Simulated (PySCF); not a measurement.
Ionisation of 2-methyl-1-pentene

System: 2-methyl-1-pentene, `C=C(C)CCC` (C6H12). Atom numbers as in the mapped SMILES `[CH2:1]=[C:2]([CH3:3])[CH2:4][CH2:5][CH3:6]`.

These are calculated values, ωB97X-D3(BJ)/ma-def2-TZVP in PySCF (grid level 2) at geometries from PBE0-D3(BJ)/def2-SVP. The prefix ma- adds one diffuse s and one diffuse p function on all atoms but H. Thermal corrections: PBE0-D3(BJ)/def2-SVP frequencies, unscaled, ideal gas at 298.15 K and 1 bar, quasi-RRHO entropy.

Frontier levels of the parent: HOMO -9.38 eV, LUMO 1.11 eV.

Oxidation to the radical cation:
* Vertical ionisation energy (electronic): 9.16 eV
* Adiabatic ionisation energy (with zero-point energy): 8.79 eV
* Adiabatic, electronic part: 8.86 eV
* Vertical gap at the product's structure: 8.41 eV
* Inner reorganisation energy (four-point): 750 meV
* Relaxation of product / of parent: 299 / 451 meV
* ⟨S²⟩ of the product: 0.753
* Largest spin populations: C1 0.68, C2 0.21
* Largest changes of atomic charge: C1 0.25, C2 0.23, H (on C3) 0.08
* Distances that move most (Å): C1–C2 1.338 → 1.417; C4–C5 1.530 → 1.579; C2–C4 1.506 → 1.460; C2–C3 1.501 → 1.467
* Potential in THF: 6.71 V absolute, 1.97 V against Fc+/Fc computed at 4.74 V (solvation -6 → -204 kJ/mol)

Solvents are IEF-PCM continua (electrostatics only, gas-phase structures); absolute potentials refer to an electron at rest in vacuum. Fc+/Fc in THF, 4.74 V, is ωB97X-D3(BJ)/ma-def2-TZVP on PBE0-D3(BJ)/def2-SVP structures with GFN2-xTB thermal terms. Benchmark calculations put it near 5.0 V in acetonitrile and DMSO, so it is about 0.3 V low, and the value against it can read up to that much too high.

Measured values (NIST Chemistry WebBook, evaluated or the median of agreeing entries): adiabatic ionisation energy 9.08 eV (computed 8.79, difference -0.29).

Hardware: 1 thread of Arm Neoverse V1, shared with other jobs. Command: `OMP_NUM_THREADS=1 python redox_run.py task.json out`. Structures, frequencies and single points: 33 min.
